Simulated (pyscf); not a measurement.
S=Mo(=S)(Cl)–Cl + SiH₄ → H₃Si–S–MoH(=S)(Cl)–Cl (addition across a multiple bond or ene-type step; singlet surface; H–Si broken, S–Si, H–Mo formed). PySCF, gas phase, ωB97X-D3(BJ)/def2-SVP geometries. Energies in kcal/mol from the separated reactants.

```csv
level,barrier,reaction energy
ωB97X-D3(BJ)/def2-TZVP,(withheld),(withheld)
PBE/def2-TZVP,20.7,+5.6
r²SCAN/def2-TZVP,20.7,+4.2
B3LYP-D3(BJ)/def2-TZVP,22.2,+3.7
M06-2X/def2-TZVP,24.1,+2.9
ωB97M-D3(BJ)/def2-TZVP,(withheld),+1.3
```

### Question
Some entries are withheld; supply them.

### Answer

- ωB97X-D3(BJ)/def2-TZVP, barrier: 15.3
- ωB97X-D3(BJ)/def2-TZVP, reaction energy: -4.0
- ωB97M-D3(BJ)/def2-TZVP, barrier: 22.4

The functionals in the table span 8.8 kcal/mol in this barrier, from ωB97X-D3(BJ) to M06-2X. On the product side the descent ends in a point that may be a rotor saddle (no frequency run), 1.0 kcal/mol over the lowest minimum found and 18.3 kcal/mol under the saddle at ωB97X-D3(BJ)/def2-TZVP. At the saddle there is also a short Mo–Si contact that neither side keeps. This is the saddle that the search found; another between the same sides may lie lower. Elements past Kr carry the def2 core potentials, without spin-orbit coupling.
